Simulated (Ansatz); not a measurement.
## What each rung costs, and what it gives

Saddle point of CH$_{5}$AlO, closed shell (CH₂O ([CH2][O]) + AlH₃ → CH₅AlO ([CH3][O][AlH2]); bonds formed: H2–C6; dative contacts that become bonds: Al1–O5; bonds broken: Al1–H2), PBE0-D4/def2-TZVP structure:

```
8
angstrom
Al -1.0405 0.1592 -0.5775
H -0.9083 -1.0418 0.5272
H -1.1981 -0.3538 -2.0694
H -1.6589 1.5080 -0.0075
O 0.9533 0.4522 -0.5277
C 1.1856 -0.0905 0.5495
H 1.9375 -0.8893 0.6191
H 0.7294 0.2561 1.4861
```

Barriers are electronic and count from the start structure reached by relaxing down the imaginary mode.

Computed with Ansatz 0.2.0 (basis: as named in each row); correlated methods freeze the cores. B3LYP uses VWN-RPA correlation. Extrapolation: Hartree–Fock as exp(−7.88 √X), correlation as X^−2.97.

Times are rough, for one single point on 2 threads of a shared host (Arm Neoverse V1).

The estimate by CCSD(T) at an estimated basis limit (MP2 extrapolated from triple and quadruple zeta, plus CCSD(T) − MP2 in triple zeta) is 0.466 eV.

```csv
method,basis,time (s),barrier (eV),method less estimate
HF,STO-3G,under 1,0.855,0.390
PBE-D4,STO-3G,under 1,0.519,0.053
SPW92,def2-SVP,under 1,0.312,-0.154
B3LYP-D4,6-31G,under 1,0.604,0.139
PBE-D4,def2-SVP,under 1,0.361,-0.105
PBE0-D4,def2-SVP,under 1,0.427,-0.039
SPW92,def2-TZVPP,1,0.249,-0.217
CCSD(T),def2-SVP,1,0.570,0.105
PBE-D4,def2-TZVPP,2,0.299,-0.167
BLYP-D4,def2-TZVPP,2,0.353,-0.113
PBE0-D4,def2-TZVPP,2,0.362,-0.104
B3LYP-D4,def2-TZVPP,2,0.400,-0.066
BHLYP-D4,def2-TZVPP,2,0.461,-0.004
CAM-B3LYP-D4,def2-TZVPP,2,0.446,-0.019
r2SCAN-D4,def2-TZVPP,3,0.321,-0.145
RPA on PBE,def2-TZVPP,3,0.472,0.006
B2PLYP,def2-TZVPP,4,0.444,-0.021
r2SCAN0-D4,def2-TZVPP,4,0.372,-0.094
PBE-QIDH,def2-TZVPP,4,0.427,-0.039
wB97M-V,def2-SVP,4,0.488,0.022
wB97X-V,def2-TZVPP,6,0.436,-0.030
wB97M-V,def2-TZVPP,7,0.424,-0.042
B97M-V,def2-TZVPP,8,0.395,-0.070
MP2,def2-QZVPP,13,0.474,0.008
CCSD(T),def2-TZVPP,27,0.477,0.011
```

All methods are single points on the PBE0-D4 structures.

No T1 diagnostic of these runs exceeds 0.019.

Labels in which every atom is bracketed show which atoms are joined, not bond orders.
